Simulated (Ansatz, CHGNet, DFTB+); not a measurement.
# Double-hcp La: properties by level of theory

Reference values: lattice constant a 3.774 Å (measured, 293 K, not corrected to a static lattice; as tabulated in Wikipedia's data pages); lattice parameter c 12.171 Å (measured, 293 K, not corrected to a static lattice; as tabulated in Wikipedia's data pages).

| level (code) | lattice constant a (Å) | c axis length (Å) |
|---|---|---|
| GFN1-xTB as cut by DFTB+ | 4.644 | 16.955 |
| CHGNet-r²SCAN | 3.756 | 12.268 |
| LDA (Ansatz) | 3.594 | 11.522 |
| PBEsol (Ansatz) | [?] | 11.724 |
| rVV10 (Ansatz) | [?] | 12.167 |

Question: Some entries are withheld; supply them.

Answer: 
- PBEsol (Ansatz, a quantum-chemistry and plane-wave program), lattice constant a (Å): 3.658
- rVV10 (Ansatz), lattice constant a (Å): 3.782

Differences from the reference values (errors of the level alone only where the reference is corrected to a static lattice):

```tsv
level	lattice constant a (%)	lattice parameter c (%)
GFN1-xTB as cut by DFTB+	+23	+39
CHGNet-r²SCAN	-0.48	+0.80
LDA	-4.77	-5.33
PBEsol	-3.07	-3.67
rVV10	+0.21	-0.03
```

Nearest: lattice constant a, not ranked (reference at room or unstated temperature); lattice parameter c, not ranked (reference at room or unstated temperature). Empirical potentials aren't ranked on values they can be fitted to.

Machine-learned potentials (CHGNet-r²SCAN) are trained on DFT data: a solid inside that data is no test of them.

Caveats: codes differ in how they cut the long-range tail of xTB's charge interaction in a crystal, so the value belongs to this code (GFN1-xTB as cut by DFTB+); the cell has another shape than the first-principles one, perhaps another minimum in the same group (GFN1-xTB as cut by DFTB+); the cell moved over 20 % in volume from its start (GFN1-xTB as cut by DFTB+); the method was fitted mainly to molecules (GFN1-xTB as cut by DFTB+). Ansatz's density-functional and Hartree–Fock values are scalar-relativistic unless marked +SOC, with PAW data made under PBE.

Differences are worked out from the printed values.
